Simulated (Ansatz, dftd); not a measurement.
Reaction: H2O2 (hydrogen peroxide, SMILES OO) → HO2 (SMILES [O]O, doublet) + H (doublet) (the H-O bond breaks)
Each species at its own B3LYP-D3(BJ)/def2-TZVP minimum (Ansatz, a first-principles code).

Wanted: bond dissociation energy (electronic), in kcal/mol. Radicals and triplets start from unrestricted determinants; spin-orbit coupling is neglected. Correlated methods leave the cores frozen. Rows without X2C or -DK are non-relativistic. CBS(X,Y): correlation extrapolated as X^-3, Hartree-Fock from the larger set (Q,5: extrapolated as (X+1)exp(-9√X)). A bracket is a step between two methods taken in the basis named. Functionals run without relativity, which enters their misses. Double hybrids freeze cores in their MP2 part. '+ core + X2C': CCSD(T) terms for core correlation (cc-pwCVTZ) and scalar relativity (cc-pVTZ-DK). Where a partner has so few electrons that a lower coupled-cluster level is exact, that level stands in.

Compared with CCSD(T)/CBS(cc-pVQZ,cc-pV5Z) + [CCSDT(Q) - CCSD(T)]/cc-pVTZ + [CCSDTQ - CCSDT(Q)]/cc-pVDZ + core + X2C (Ansatz): 93.7 kcal/mol.

Costs are rough ratios of core time, to one figure, on one kind of shared machine, summed over the single points of the molecules; atoms, geometries and frequencies are left out. The first row took roughly 4 core seconds; short runs hold start-up time.

```tsv
level	program	cost relative to the first row	difference (kcal/mol)
PBE0/def2-TZVPD	Ansatz	1	-7.2
B3LYP/def2-TZVPD	Ansatz	1	-5.2
B2GP-PLYP-D3(BJ)/def2-TZVPD	Ansatz + dftd3	2	-3.8
B2GP-PLYP/def2-TZVPD	Ansatz	2	-3.9
CCSDT(Q)/cc-pVDZ	Ansatz	20	-8.5
CCSD(T)/cc-pVQZ	Ansatz	20	-0.6
CCSDTQ/cc-pVDZ	Ansatz	700	-8.5
```

The dearest row costs roughly 700 times the first. Costs within a factor of two don't rank. The table holds for this case alone.
